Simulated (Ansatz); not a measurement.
## Relative stability

Two relaxed structures of Si₃H₇ (charge +1), closed shell (PBE0-D4/def2-TZVP; forces vanish, vibrations not checked).

A:

Si1  (-1.204, 1.152, -1.314)
Si2  (0.192, -0.563, -0.497)
Si3  (1.099, -0.798, 1.669)
H4  (-2.408, 0.406, -1.756)
H5  (-0.415, 1.701, -2.443)
H6  (-1.446, 2.107, -0.215)
H7  (0.518, -1.607, -1.505)
H8  (1.920, -2.024, 1.706)
H9  (-0.116, -0.839, 2.518)
H10  (1.860, 0.464, 1.837)
(Å)

B:

Si1  (-1.343, 1.122, -1.304)
Si2  (0.077, -0.644, -0.646)
Si3  (0.637, -1.019, 1.446)
H4  (-2.514, 0.426, -1.883)
H5  (-0.571, 1.910, -2.288)
H6  (-1.644, 1.844, -0.050)
H7  (0.913, -1.461, -1.555)
H8  (1.728, -1.954, 1.780)
H9  (0.136, -0.112, 2.495)
H10  (1.329, 0.056, 0.315)
(Å)

Program: Ansatz 0.2.0. Basis: def2-TZVPP. Cores are frozen in the correlated methods. B3LYP uses VWN-RPA correlation.

(1) Which structure is lower at CCSD(T), and by how much? (Judge from chemistry; the value comes from the calculation.)

(2) Do the other methods give the same order? (A judgement: the text doesn't fix the answer.)

T1 diagnostic: at most 0.015.

## Answers

(1) The calculation gives: B, by 0.044 eV (electronic energy, against the other); a gap this small isn't resolved in one triple-zeta basis. By their contacts, A is Si₃H₇ ([SiH3][SiH][SiH3]), total charge +1 and B is Si₃H₇ ([SiH3][SiH]1[H][SiH2]1), total charge +1.

(2) By the calculation: Not all: B3LYP-D4, HF, CCSD give the other order.

```json
{"method": "PBE-D4", "E(B) − E(A) (eV)": "-0.107"}
{"method": "r2SCAN-D4", "E(B) − E(A) (eV)": "-0.124"}
{"method": "PBE0-D4", "E(B) − E(A) (eV)": "-0.086"}
{"method": "B3LYP-D4", "E(B) − E(A) (eV)": "0.021"}
{"method": "wB97M-V", "E(B) − E(A) (eV)": "-0.069"}
{"method": "HF", "E(B) − E(A) (eV)": "0.228"}
{"method": "MP2", "E(B) − E(A) (eV)": "-0.078"}
{"method": "CCSD", "E(B) − E(A) (eV)": "0.004"}
{"method": "CCSD(T)", "E(B) − E(A) (eV)": "-0.044"}
```

Labels in which every atom is bracketed show which atoms are joined, not bond orders.

For scale, one of the runs: CCSD(T)/def2-TZVPP, 224 basis functions, launched by `ansatz run in.yaml --threads 2 --pin off --events-out ev --progress --plain --max-ram 4352MiB`. The run took 48 s on 2 CPU threads of an Arm Neoverse V2 (shared host), with 3.1 GiB of host memory at its peak.
